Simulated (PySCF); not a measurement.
# Potential energy of CN along the bond

Set-up: PySCF, spin-free X2C with a Gaussian nucleus, basis sets C x2c-TZVPPall, N x2c-TZVPPall. Energies in eV from C + N in their ground configurations at the same level. State: ²Σ⁺ (doublet), unpaired electrons σ ↑.

All columns are PBE0. A positive dipole means C(−)N(+).

```json
{"R (Å)": "0.999", "E (eV)": "-5.615", "μ (D)": "-1.82", "Mulliken charge on C (basis-dependent)": "-0.28", "HOMO (eV)": "-11.17", "LUMO (eV)": "-6.08", "Mayer bond order": "3.10", "⟨S²⟩": "0.76"}
{"R (Å)": "1.046", "E (eV)": "-6.776", "μ (D)": "-1.72", "Mulliken charge on C (basis-dependent)": "-0.16", "HOMO (eV)": "-11.32", "LUMO (eV)": "-6.17", "Mayer bond order": "3.12", "⟨S²⟩": "0.76"}
{"R (Å)": "1.092", "E (eV)": "-7.433", "μ (D)": "-1.62", "Mulliken charge on C (basis-dependent)": "-0.06", "HOMO (eV)": "-11.23", "LUMO (eV)": "-6.26", "Mayer bond order": "3.11", "⟨S²⟩": "0.76"}
{"R (Å)": "1.127", "E (eV)": "-7.669", "μ (D)": "-1.55", "Mulliken charge on C (basis-dependent)": "0.00", "HOMO (eV)": "-11.02", "LUMO (eV)": "-6.32", "Mayer bond order": "3.10", "⟨S²⟩": "0.76"}
{"R (Å)": "1.162", "E (eV)": "-7.734", "μ (D)": "-1.48", "Mulliken charge on C (basis-dependent)": "0.04", "HOMO (eV)": "-10.82", "LUMO (eV)": "-6.37", "Mayer bond order": "3.08", "⟨S²⟩": "0.76"}
{"R (Å)": "1.197", "E (eV)": "-7.663", "μ (D)": "-1.41", "Mulliken charge on C (basis-dependent)": "0.08", "HOMO (eV)": "-10.63", "LUMO (eV)": "-6.42", "Mayer bond order": "3.06", "⟨S²⟩": "0.76"}
{"R (Å)": "1.243", "E (eV)": "-7.406", "μ (D)": "-1.33", "Mulliken charge on C (basis-dependent)": "0.11", "HOMO (eV)": "-10.40", "LUMO (eV)": "-6.47", "Mayer bond order": "3.02", "⟨S²⟩": "0.77"}
{"R (Å)": "1.301", "E (eV)": "-6.899", "μ (D)": "-1.25", "Mulliken charge on C (basis-dependent)": "0.14", "HOMO (eV)": "-10.14", "LUMO (eV)": "-6.52", "Mayer bond order": "2.96", "⟨S²⟩": "0.77"}
{"R (Å)": "1.371", "E (eV)": "-6.119", "μ (D)": "-1.17", "Mulliken charge on C (basis-dependent)": "0.14", "HOMO (eV)": "-9.85", "LUMO (eV)": "-6.54", "Mayer bond order": "2.89", "⟨S²⟩": "0.77"}
{"R (Å)": "1.464", "E (eV)": "-4.950", "μ (D)": "-1.16", "Mulliken charge on C (basis-dependent)": "0.14", "HOMO (eV)": "-9.57", "LUMO (eV)": "-6.48", "Mayer bond order": "2.76", "⟨S²⟩": "0.83"}
```

A fit through these points gives, at Re = 1.160 Å, μ = -1.48 D and dμ/dR = 1.92 D/Å; the reduced mass is 6.462 u.

**Question.** How strong is the fundamental in the double-harmonic approximation, I = 42.26·(dμ/dR)²/μred km/mol?

**Answer.** I = 42.26·(1.92)²/6.462 = 24.1 km/mol at PBE0.

The state was picked by a PBE0 search and need not be the measured ground state.
